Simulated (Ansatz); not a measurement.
Wavefunction ladder for C4H7F (`FC1CCC1`)

```xyz
12

F    -1.079   -1.805    0.781
C    -0.289   -0.995   -0.003
C    -0.907    0.307   -0.505
C     0.473    0.958   -0.273
C     0.801   -0.193    0.701
H     0.105   -1.611   -0.817
H    -1.346    0.325   -1.502
H    -1.637    0.670    0.222
H     1.095    0.921   -1.169
H     0.491    1.973    0.123
H     0.480    0.050    1.716
H     1.813   -0.599    0.727
```

The species carries charge 0 and has multiplicity 1. All single points use the PBE0-D4/def2-TZVP geometry. Frozen core, restricted reference, the Gaussian-basis code of Ansatz. CBS rows extrapolate triple and quadruple zeta; past MP2 they add the triple-zeta difference.

```
     basis     HF (Eh)  MP2 corr.
  def2-SVP  -254.76113   -0.74004
def2-TZVPP  -255.05703   -0.92658
def2-QZVPP  -255.06840   -0.99320
```

Q: Estimate the CCSD correlation energy and the (T) correction in each basis where they were run (hartree).

A: 
```json
{"basis": "def2-SVP", "CCSD corr.": "-0.78934", "(T)": "-0.02197"}
{"basis": "def2-TZVPP", "CCSD corr.": "-0.96439", "(T)": "-0.03674"}
{"basis": "CBS(def2)", "CCSD corr.": "-1.08037", "(T)": "as TZ"}
```
